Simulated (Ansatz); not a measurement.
The inner images of a band of CH$_{6}$AlSi (9 atoms, charge -1, multiplicity 1) are given out of order.

Computed with Ansatz, RKS PBE-D4/def2-SVP.

Initial state:

```xyz
9
Properties=species:S:1:pos:R:3
C -0.820 1.258 -0.728
Al 0.493 -0.258 -0.446
Si 0.984 -1.236 1.673
H -0.295 2.234 -0.846
H -1.411 1.110 -1.662
H -1.543 1.365 0.109
H 1.535 -0.266 -1.729
H 1.459 -2.667 1.350
H -0.402 -1.542 2.279
```

Final state:

```xyz
9
Properties=species:S:1:pos:R:3
C -0.299 1.405 -0.638
Al -0.025 -0.572 -0.300
Si -0.562 -1.596 1.796
H 0.656 1.938 -0.851
H -0.947 1.562 -1.532
H -0.794 1.919 0.215
H 0.940 -1.147 -1.515
H 0.774 -0.674 1.520
H 0.257 -2.834 1.306
```

Q: Put them in order from the first end to the last, with their energies above the first end.
A.
```xyz
9
Properties=species:S:1:pos:R:3
C -0.229 1.546 -0.740
Al 0.094 -0.367 -0.147
Si -0.015 -1.337 2.100
H 0.689 1.966 -1.217
H -1.021 1.597 -1.523
H -0.522 2.231 0.085
H 0.472 -1.150 -1.565
H 1.338 -2.010 1.654
H -0.805 -2.476 1.352
```
B.
```xyz
9
Properties=species:S:1:pos:R:3
C -0.496 1.426 -0.671
Al 0.355 -0.328 -0.106
Si 0.440 -1.268 2.108
H 0.335 2.024 -1.121
H -1.274 1.354 -1.465
H -0.905 2.033 0.165
H 0.769 -1.069 -1.530
H 1.451 -2.308 1.531
H -0.676 -1.864 1.089
```
C.
```xyz
9
Properties=species:S:1:pos:R:3
C -0.657 1.340 -0.675
Al 0.496 -0.276 -0.271
Si 0.760 -1.227 1.935
H -0.003 2.155 -1.067
H -1.414 1.151 -1.471
H -1.192 1.742 0.212
H 1.252 -0.641 -1.702
H 1.453 -2.502 1.373
H -0.696 -1.741 1.667
```
D.
```xyz
9
Properties=species:S:1:pos:R:3
C 0.029 1.534 -0.728
Al -0.083 -0.408 -0.151
Si -0.395 -1.321 2.081
H 0.993 1.811 -1.213
H -0.754 1.697 -1.509
H -0.168 2.262 0.088
H 0.237 -1.252 -1.546
H 1.078 -1.717 1.611
H -0.937 -2.605 1.368
```
E.
```xyz
9
Properties=species:S:1:pos:R:3
C 0.259 1.461 -0.685
Al -0.238 -0.437 -0.165
Si -0.726 -1.236 2.048
H 1.265 1.581 -1.149
H -0.472 1.764 -1.474
H 0.165 2.204 0.136
H 0.044 -1.341 -1.522
H 0.780 -1.388 1.423
H -1.077 -2.607 1.388
```

A: C (+9.7 kJ/mol), B (+15.3 kJ/mol), A (+25.7 kJ/mol), D (+22.1 kJ/mol), E (+12.2 kJ/mol).

The run took 3.1 min on 1 CPU thread of a shared host.
